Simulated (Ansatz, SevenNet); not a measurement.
Voigt–Reuss–Hill shear modulus (GPa) of 22 halides, computed with the machine-learned potential SevenNet-0 (trained on PBE and PBE+U data) and with PBE (Ansatz, a program for electronic structure, PAW). The set holds measured phases with no doubt noted on the run or the magnetic state but for the caveats below. 4 more of the class have both values but aren't in it, for one of these reasons: built or high-temperature cells, doubts on the run or the magnetic state, unlike cells, values of zero, layered or molecular crystals. Solids without a value at one level (not run, failed, or a magnetic order lost), or held back for tests, aren't counted.

All rows, in order of the shift (worked out from unrounded values):

```
solid                               SevenNet-0   PBE  shift (%)
----------------------------------  ----------  ----  ---------
fluorite SrCl2                            14.9  13.2      -11.6
zinc-blende CuCl                          12.2  11.0      -10.2
rock-salt LiCl                            22.3  20.3       -9.2
cubic perovskite KMgF3                    43.3  42.6       -1.5
cubic perovskite KZnF3                    32.2  32.8       +2.0
rock-salt NaCl                            13.9  14.3       +2.8
rock-salt NaI                             8.07  8.37       +3.7
rock-salt NaF                             28.2  29.5       +4.6
rock-salt RbCl                            7.20  7.66       +6.3
zinc-blende CuI                           13.0  15.2      +17.2
rock-salt KBr                             6.28  7.51      +19.6
zinc-blende AgI (metastable phase)        5.08  6.20        +22
rock-salt AgBr                            6.85  8.57        +25
rock-salt KF                              13.3  16.6        +25
rock-salt KCl                             7.07  9.22        +30
fluorite CdF2                             19.5  26.4        +36
rock-salt LiF                             33.6  46.1        +37
rock-salt LiBr                            11.6  16.0        +39
CsCl-type TlCl                            5.14  7.76        +51
CsCl-type TlBr                            4.78  7.36        +54
rock-salt KI                              3.05  5.67        +86
rock-salt AgCl                            2.32  6.86       +196
```

The shift from SevenNet-0 to PBE has a median of +21 %, and eight in ten lie between -8.5 % and +53 %; PBE is the larger in 18 of 22. Each level is at its own cell, so the shift holds the change of volume too.

Ansatz's runs of these crystals have no spin polarisation.

Spin–orbit coupling is left out, also for the solids with elements from indium on (rock-salt KI, zinc-blende CuI, zinc-blende AgI, CsCl-type TlBr, rock-salt NaI, CsCl-type TlCl); its size isn't shown.

Each level is taken at its own relaxed cell. Ansatz's density-functional and Hartree–Fock values are scalar-relativistic unless marked +SOC, with PAW data made under PBE.
